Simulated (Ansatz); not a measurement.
This geometry of C$_{2}$H$_{5}$NS (9 atoms, charge 0, multiplicity 1) is a first-order saddle point.

Method: Ansatz 0.2.0, UKS B3LYP-D4/def2-SVP.

```xyz
9
Properties=species:S:1:pos:R:3
C 0.794 0.998 0.078
C -0.022 -0.072 0.098
N 0.060 -1.166 -0.746
S -1.385 -0.194 1.279
H 1.587 1.082 -0.670
H 0.675 1.805 0.799
H -0.492 -1.977 -0.502
H 0.969 -1.371 -1.147
H -2.096 0.849 0.795
```

Task: Which two structures does it join? (They come from a converged band through this point; their orientation in space is the band's.)

Result: No bond is made or broken.

First end point:

```xyz
9
Properties=species:S:1:pos:R:3
C 0.675 1.002 -0.030
C -0.165 -0.050 -0.057
N 0.016 -1.211 -0.797
S -1.754 -0.080 0.776
H 1.655 0.936 -0.509
H 0.394 1.945 0.437
H -0.227 -2.075 -0.321
H 0.899 -1.267 -1.294
H -1.405 0.754 1.779
```

Last end point:

```xyz
9
Properties=species:S:1:pos:R:3
C 0.876 1.081 -0.070
C -0.014 0.092 0.135
N -0.129 -1.071 -0.619
S -1.189 0.218 1.478
H 1.686 0.959 -0.794
H 0.798 2.026 0.466
H -0.290 -1.914 -0.074
H 0.604 -1.196 -1.312
H -2.254 -0.241 0.774
```

Task: How far does it lie above each of them?

Result: 1.6 kcal/mol above the first and 2.7 kcal/mol above the second. This is the barrier of this one path; another mechanism may lie lower.

Run time: 2.7 min on 2 threads of Arm Neoverse V1, with other jobs on the host, peak memory 0.22 GiB.
